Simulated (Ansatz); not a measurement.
Basis-set extrapolation for C2H6N2O (`C/N=C(\N)O`) (PBE0-D4/def2-TZVP geometry, frozen core, Ansatz). Multiplicity 1, RHF reference.

```tsv
	def2-TZVPP	def2-QZVPP
HF	-263.101949	-263.114294
MP2 correlation	-0.983650	-1.054089
CCSD(T) correlation	-1.049881	not run
```

Energies in hartree. Use E(X) = E(∞) + A·exp(−7.88·√X) for Hartree–Fock and E(X) = E(∞) + B·X^(−2.97) for correlation, with X = 3 and 4, and add CCSD(T) minus MP2 of the smaller set to the MP2 limit.

**Question.** What is the CCSD(T) energy at the basis-set limit?

**Answer.** HF limit: -263.114294 + (-0.012345) × 0.13774 = -263.11599. MP2 limit: -1.054089 + (-0.070439) × 0.74074 = -1.10627. Higher-order term: -1.049881 − (-0.983650) = -0.06623. Total: -264.28849 hartree, 358.8 kJ/mol below CCSD(T)/def2-TZVPP.
